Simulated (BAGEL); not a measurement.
# One shape, several levels: triplet H3O+

We compute a comparison of 6 runs (UHF/STO-3G, UHF/3-21G, ROHF/6-31G*, UHF/6-31G*, ROHF/aug-cc-pVTZ, UHF/aug-cc-pVTZ) of triplet H3O+. 

Program for the calculation: BAGEL 1.2.2.

### Step 1. The molecule

H3O+ has 4 atoms, charge +1, and is taken as a triplet. As SMILES of the parent species, `[OH3+]`. Geometry: relaxed at GFN2-xTB. That shape belongs to the parent species and isn't relaxed for this state.

Bond lengths: O1–H2 0.983 Å, O1–H3 0.983 Å, O1–H4 0.984 Å. Angles: H2–O1–H3 112.0°, H2–O1–H4 112.0°, H3–O1–H4 112.0°.

### Step 2. A single-point energy at UHF/STO-3G (density fitting with qzvpp-jkfit) (run 1)

Contents of calc.json:

```json
{ "bagel" : [

{
  "title" : "molecule",
  "basis" : "sto-3g",
  "df_basis" : "qzvpp-jkfit",
  "angstrom" : "true",
  "geometry" : [
    { "atom" : "O", "xyz" : [    0.196050,   -0.061020,   -0.056900 ] },
    { "atom" : "H", "xyz" : [    0.214230,    0.919440,    0.016470 ] },
    { "atom" : "H", "xyz" : [   -0.413410,   -0.366620,   -0.765680 ] },
    { "atom" : "H", "xyz" : [    0.003130,   -0.491800,    0.806120 ] }
  ]
},
{ "title" : "uhf", "charge" : 1, "nopen" : 2 },
{ "title" : "print", "file" : "orbitals.molden", "orbitals" : "true" }

]}
```

The run is started by

```bash
BAGEL_NUM_THREADS=1 BAGEL calc.json > calc.out
```

Log:

```text
* using 1 threads per process

  ===============================================================
  ===============================================================

  *** Geometry ***

  { "atom" : "O", "xyz" : [      0.370481,     -0.115311,     -0.107525 ] },
  { "atom" : "H", "xyz" : [      0.404836,      1.737490,      0.031124 ] },
  { "atom" : "H", "xyz" : [     -0.781232,     -0.692811,     -1.446925 ] },
  { "atom" : "H", "xyz" : [      0.005915,     -0.929367,      1.523346 ] },

  Number of auxiliary basis functions:      131

  Since a DF basis is specified, we compute 2- and 3-index integrals:
    o Being stored without compression. Storage requirement is 0.000 GB

  Number of basis functions:        8
  Number of electrons      :       11

    * METHOD: MOLECULE                             0.01

  *** Open-shell HF ***

  === Nuclear Repulsion ===
    13.8867713276

      * DIIS with orbital gradients will be used.

  === UHF iteration (sto-3g) ===
      0        -74.82396167          0.09091591           0.00
      1        -74.86148213          0.00839953           0.00
      2        -74.86210827          0.00106685           0.00
      3        -74.86220177          0.00044725           0.00
      4        -74.86225167          0.00023646           0.00
      5        -74.86226002          0.00002081           0.00
      6        -74.86226025          0.00000592           0.00
      7        -74.86226026          0.00000326           0.00
      8        -74.86226026          0.00000235           0.00
      9        -74.86226026          0.00000008           0.00
     10        -74.86226026          0.00000003           0.00
     11        -74.86226026          0.00000001           0.00
    * SCF iteration converged.

    * S^2 (UHF) is 2.0031

    * Permanent dipole moment:
           (    0.152571,    -0.049209,    -0.042895) a.u.

    * METHOD: UHF                                  0.02

    * METHOD: PRINT                                0.00

  ===============================================================
```

Wall time 0.36 s (1 thread of Intel Xeon 6975P-C (Granite Rapids), shared host); peak memory 0.08 GiB.

### Step 3. A single-point energy at UHF/3-21G (density fitting with qzvpp-jkfit) (run 2)

Contents of input.json:

```json
{ "bagel": [

{
  "title": "molecule",
  "basis": "3-21g",
  "df_basis": "qzvpp-jkfit",
  "angstrom": true,
  "geometry": [
    { "atom": "O", "xyz": [       0.196050,      -0.061020,      -0.056900 ] },
    { "atom": "H", "xyz": [       0.214230,       0.919440,       0.016470 ] },
    { "atom": "H", "xyz": [      -0.413410,      -0.366620,      -0.765680 ] },
    { "atom": "H", "xyz": [       0.003130,      -0.491800,       0.806120 ] }
  ]
},

{
  "title": "uhf",
  "charge": 1,
  "nopen": 2
},

{
  "title": "print",
  "file": "orbitals.molden",
  "orbitals": true
}

]}
```

The run is started by

```bash
BAGEL_NUM_THREADS=1 BAGEL input.json > input.out
```

Log:

```text
* using 1 threads per process

  ===============================================================
  ===============================================================

  *** Geometry ***

  { "atom" : "O", "xyz" : [      0.370481,     -0.115311,     -0.107525 ] },
  { "atom" : "H", "xyz" : [      0.404836,      1.737490,      0.031124 ] },
  { "atom" : "H", "xyz" : [     -0.781232,     -0.692811,     -1.446925 ] },
  { "atom" : "H", "xyz" : [      0.005915,     -0.929367,      1.523346 ] },

  Number of auxiliary basis functions:      131

  Since a DF basis is specified, we compute 2- and 3-index integrals:
    o Being stored without compression. Storage requirement is 0.000 GB

  Number of basis functions:       15
  Number of electrons      :       11

    * METHOD: MOLECULE                             0.01

  *** Open-shell HF ***

  === Nuclear Repulsion ===
    13.8867713276

      * DIIS with orbital gradients will be used.

  === UHF iteration (3-21g) ===
      0        -75.45793717          0.05990988           0.00
      1        -75.48581005          0.02840141           0.00
      2        -75.48832243          0.00943898           0.00
[... 11 lines of this table left out ...]
     14        -75.48874591          0.00000001           0.00
    * SCF iteration converged.

    * S^2 (UHF) is 2.0013

    * Permanent dipole moment:
           (    0.126435,    -0.041105,    -0.035290) a.u.

    * METHOD: UHF                                  0.03

    * METHOD: PRINT                                0.00

  ===============================================================
```

Run time: 0.34 s. Hardware: 1 thread of Intel Xeon 6975P-C (Granite Rapids), shared host; peak memory 0.08 GiB.

Run 3 isn't shown in full; the table further down has it.

### Step 4. The energy at UHF/6-31G(d) (density fitting with qzvpp-jkfit, spherical functions) (run 4)

Contents of input.json:

```json
{ "bagel" : [

{
  "title" : "molecule",
  "basis" : "6-31gs.json",
  "df_basis" : "qzvpp-jkfit",
  "angstrom" : true,
  "geometry" : [
    { "atom" : "O", "xyz" : [    0.196050,   -0.061020,   -0.056900 ] },
    { "atom" : "H", "xyz" : [    0.214230,    0.919440,    0.016470 ] },
    { "atom" : "H", "xyz" : [   -0.413410,   -0.366620,   -0.765680 ] },
    { "atom" : "H", "xyz" : [    0.003130,   -0.491800,    0.806120 ] }
  ]
},
{
  "title" : "uhf",
  "charge" : 1,
  "nopen" : 2
},
{
  "title" : "print",
  "file" : "orbitals.molden",
  "orbitals" : true
}

]}
```

The basis set 6-31G* is read from a file made from the Basis Set Exchange's data (not shown).

The run is started by

```bash
BAGEL_NUM_THREADS=1 BAGEL input.json > input.out
```

Log:

```text
* using 1 threads per process

  ===============================================================
  ===============================================================

  *** Geometry ***

  { "atom" : "O", "xyz" : [      0.370481,     -0.115311,     -0.107525 ] },
  { "atom" : "H", "xyz" : [      0.404836,      1.737490,      0.031124 ] },
  { "atom" : "H", "xyz" : [     -0.781232,     -0.692811,     -1.446925 ] },
  { "atom" : "H", "xyz" : [      0.005915,     -0.929367,      1.523346 ] },

  Number of auxiliary basis functions:      131

  Since a DF basis is specified, we compute 2- and 3-index integrals:
    o Being stored without compression. Storage requirement is 0.000 GB

  Number of basis functions:       20
  Number of electrons      :       11

    * METHOD: MOLECULE                             0.01

  *** Open-shell HF ***

  === Nuclear Repulsion ===
    13.8867713276

      * DIIS with orbital gradients will be used.

  === UHF iteration (6-31gs.json) ===
      0        -75.86713468          0.04558226           0.00
      1        -75.89514284          0.01540714           0.00
      2        -75.89722788          0.00431058           0.00
[... 12 lines of this table left out ...]
     15        -75.89752992          0.00000001           0.00
    * SCF iteration converged.

    * S^2 (UHF) is 2.0036

    * Permanent dipole moment:
           (    0.062367,    -0.021066,    -0.016773) a.u.

    * METHOD: UHF                                  0.03

    * METHOD: PRINT                                0.00

  ===============================================================
```

Run time: 0.34 s. Hardware: 1 thread of Intel Xeon 6975P-C (Granite Rapids), shared host; peak memory 0.08 GiB.

Run 5 isn't shown in full; the table further down has it.

### Step 5. The energy at UHF/aug-cc-pVTZ (density fitting with qzvpp-jkfit) (run 6)

Contents of input.json:

```json
{ "bagel": [

{
  "title": "molecule",
  "basis": "aug-cc-pvtz.json",
  "df_basis": "qzvpp-jkfit",
  "angstrom": true,
  "geometry": [
    { "atom": "O", "xyz": [    0.196050,   -0.061020,   -0.056900 ] },
    { "atom": "H", "xyz": [    0.214230,    0.919440,    0.016470 ] },
    { "atom": "H", "xyz": [   -0.413410,   -0.366620,   -0.765680 ] },
    { "atom": "H", "xyz": [    0.003130,   -0.491800,    0.806120 ] }
  ]
},
{
  "title": "uhf",
  "charge": 1,
  "nopen": 2
},
{
  "title": "print",
  "file": "orbitals.molden",
  "orbitals": true
}

]}
```

The basis set aug-cc-pVTZ is read from a file made from the Basis Set Exchange's data (not shown).

The run is started by

```bash
BAGEL_NUM_THREADS=1 BAGEL input.json > input.out
```

Log:

```text
* using 1 threads per process

  ===============================================================
  ===============================================================

  *** Geometry ***

  { "atom" : "O", "xyz" : [      0.370481,     -0.115311,     -0.107525 ] },
  { "atom" : "H", "xyz" : [      0.404836,      1.737490,      0.031124 ] },
  { "atom" : "H", "xyz" : [     -0.781232,     -0.692811,     -1.446925 ] },
  { "atom" : "H", "xyz" : [      0.005915,     -0.929367,      1.523346 ] },

  Number of auxiliary basis functions:      131

  Since a DF basis is specified, we compute 2- and 3-index integrals:
    o Being stored without compression. Storage requirement is 0.014 GB

  Number of basis functions:      115
  Number of electrons      :       11

    * METHOD: MOLECULE                             0.03

  *** Open-shell HF ***

  === Nuclear Repulsion ===
    13.8867713276

      * DIIS with orbital gradients will be used.

  === UHF iteration (aug-cc-pvtz.json) ===
      0        -75.86429351          0.03478404           0.01
      1        -75.94817219          0.01333692           0.01
      2        -75.96017737          0.00556981           0.01
[... 12 lines of this table left out ...]
     15        -75.96272572          0.00000001           0.01
    * SCF iteration converged.

    * S^2 (UHF) is 2.0044

    * Permanent dipole moment:
           (   -0.054962,     0.015671,     0.017105) a.u.

    * METHOD: UHF                                  0.27

    * METHOD: PRINT                                0.01

  ===============================================================
```

It took 0.62 s on 1 thread of Intel Xeon 6975P-C (Granite Rapids), shared host; peak memory 0.08 GiB.

### Step 6. All runs side by side

| run | level | energy (Eh) | ⟨S²⟩ | wall time |
| --- | --- | --- | --- | --- |
| 1 | UHF/STO-3G (density fitting with qzvpp-jkfit) | -74.862260 | 2.003 | 0.36 s |
| 2 | UHF/3-21G (density fitting with qzvpp-jkfit) | -75.488746 | 2.001 | 0.34 s |
| 3 | ROHF/6-31G* (density fitting with qzvpp-jkfit, spherical functions) | -75.893441 | 2.000 | 0.34 s |
| 4 | UHF/6-31G* (density fitting with qzvpp-jkfit, spherical functions) | -75.897530 | 2.004 | 0.34 s |
| 5 | ROHF/aug-cc-pVTZ (density fitting with qzvpp-jkfit) | -75.957602 | 2.000 | 0.66 s |
| 6 | UHF/aug-cc-pVTZ (density fitting with qzvpp-jkfit) | -75.962726 | 2.004 | 0.62 s |

### Step 7. Outcome

| quantity | value |
| --- | --- |
| run 6: total energy | -75.96273 Eh |
| run 6: ⟨S²⟩ | 2.004 |

In words: In run 1 the basis is minimal, so the values are rough. All runs together took 2.7 s, the longest 0.66 s.
